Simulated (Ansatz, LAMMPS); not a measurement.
**Lattice parameter a of bcc W: levels of theory against measurement**

Reference value: 3.16 Å (measured, static lattice: zero-point anharmonic expansion removed; as tabulated in Mejia-Rodriguez and Trickey (2018), arXiv:1807.09216).

```csv
level (code),value (Å)
MEAM library.meam-W (LAMMPS),3.165
LDA (Ansatz),3.135
PBE (Ansatz),3.184
rVV10 (Ansatz),[?]
HSE06 (Ansatz),3.163
```

Complete the blanks.


- rVV10 (Ansatz, a quantum-chemistry and plane-wave program), value (Å): 3.203

Errors against the reference: MEAM library.meam-W +0.16 %, LDA -0.79 %, PBE +0.76 %, rVV10 +1.36 %, HSE06 +0.09 %.

Leaving aside MEAM library.meam-W, which can be fitted to such values or carry a doubt: Of these levels HSE06 (+0.09 %) comes nearest. rVV10 (+1.36 %) lies farthest from it. Within 1 %: LDA, PBE, HSE06. The lowest first-principles rung that does so: DFT without exact exchange (LDA, PBE).

Density-functional levels without +SOC have no spin–orbit coupling. Cutoffs and k meshes differ between the levels. Ansatz's density-functional and Hartree–Fock values are scalar-relativistic unless marked +SOC, with PAW data made under PBE.

Empirical potentials (MEAM library.meam-W) are fitted to chosen data, which need not cover the solid at hand: agreement can be built in, and what lay outside the fit can be far off.

Differences are worked out from the printed values.
